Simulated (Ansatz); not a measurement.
Cost and result for the atomization energy of `[CH2][SiH2]O` radical (8 atoms, 7 bonds).

The species carries charge 0 and has multiplicity 2. The geometry is a stationary point of PBE0-D4/def2-TZVP. It is one conformer, not always the lowest. Program: Ansatz. All runs use 2 threads of a server CPU on a shared host. Times are those of one run each, without the atoms' runs, and a repeat can differ threefold. Electronic energies, without spin–orbit coupling; frozen cores. CCSD(T)/CBS adds CCSD(T) − MP2 in def2-TZVPP to the MP2 limit, and its time is that of the two runs behind it. T1 = 0.012; ⟨S²⟩ of the reference is 0.76. B3LYP takes the VWN-RPA correlation (the form of Gaussian; ORCA's B3LYP/G).

CCSD(T)/CBS is a level of theory with its own doubt, some kJ/mol a heavy atom from the limit and from the frozen cores, so smaller differences don't rank the functionals.

```json
{"level": "LDA (SPW92)/def2-TZVPP", "functions": "174", "wall time": "1.1 s", "atomization (kcal/mol)": "740.6", "difference from CCSD(T)/CBS": "79.2", "per bond": "11.3"}
{"level": "BLYP-D4/def2-TZVPP", "functions": "174", "wall time": "2.3 s", "atomization (kcal/mol)": "656.4", "difference from CCSD(T)/CBS": "-5.0", "per bond": "-0.7"}
{"level": "PBE-D4/def2-TZVPP (with forces)", "functions": "174", "wall time": "2.4 s", "atomization (kcal/mol)": "663.0", "difference from CCSD(T)/CBS": "1.6", "per bond": "0.2"}
{"level": "BHLYP-D4/def2-TZVPP", "functions": "174", "wall time": "3 s", "atomization (kcal/mol)": "645.5", "difference from CCSD(T)/CBS": "-15.9", "per bond": "-2.3"}
{"level": "CCSD(T)/def2-SVP", "functions": "71", "wall time": "3.2 s", "atomization (kcal/mol)": "614.7", "difference from CCSD(T)/CBS": "-46.7", "per bond": "-6.7"}
{"level": "CAM-B3LYP-D4/def2-TZVPP", "functions": "174", "wall time": "3.7 s", "atomization (kcal/mol)": "663.6", "difference from CCSD(T)/CBS": "2.2", "per bond": "0.3"}
{"level": "B3LYP-D4/def2-TZVPP (with forces)", "functions": "174", "wall time": "4 s", "atomization (kcal/mol)": "659.8", "difference from CCSD(T)/CBS": "-1.6", "per bond": "-0.2"}
{"level": "r2SCANh-D4/def2-TZVPP", "functions": "174", "wall time": "4.4 s", "atomization (kcal/mol)": "659.8", "difference from CCSD(T)/CBS": "-1.6", "per bond": "-0.2"}
{"level": "r2SCAN-D4/def2-TZVPP (with forces)", "functions": "174", "wall time": "4.5 s", "atomization (kcal/mol)": "663.3", "difference from CCSD(T)/CBS": "1.9", "per bond": "0.3"}
{"level": "B2PLYP/def2-TZVPP", "functions": "174", "wall time": "4.8 s", "atomization (kcal/mol)": "653.3", "difference from CCSD(T)/CBS": "-8.1", "per bond": "-1.2"}
{"level": "MP2/def2-QZVPP", "functions": "334", "wall time": "12 s", "atomization (kcal/mol)": "660.0", "difference from CCSD(T)/CBS": "-1.4", "per bond": "-0.2"}
{"level": "CCSD(T)/def2-TZVPP", "functions": "174", "wall time": "65 s", "atomization (kcal/mol)": "643.8", "difference from CCSD(T)/CBS": "-17.6", "per bond": "-2.5"}
{"level": "CCSD(T)/CBS(def2)", "functions": "–", "wall time": "77 s", "atomization (kcal/mol)": "661.4", "difference from CCSD(T)/CBS": "0.0", "per bond": "0.0"}
```

In def2-TZVPP, CCSD(T) changes the Hartree–Fock value by +148.8 kcal/mol (the triples alone add +6.7 kcal/mol) and MP2 by +154.4 kcal/mol; breaking electron pairs costs correlation energy, which Hartree–Fock lacks. At CCSD(T), def2-SVP lies −46.7 kcal/mol from the extrapolated value and def2-TZVPP −17.6 kcal/mol: correlation converges slowly with the basis, and small sets miss more of it in the bonded molecule than in its fragments. The D4 term adds +4.4 kcal/mol with B3LYP and +2.3 kcal/mol with PBE0; it sums over pairs of atoms, weighted by their polarisabilities, and B3LYP, whose exchange is more repulsive, gets the larger term.
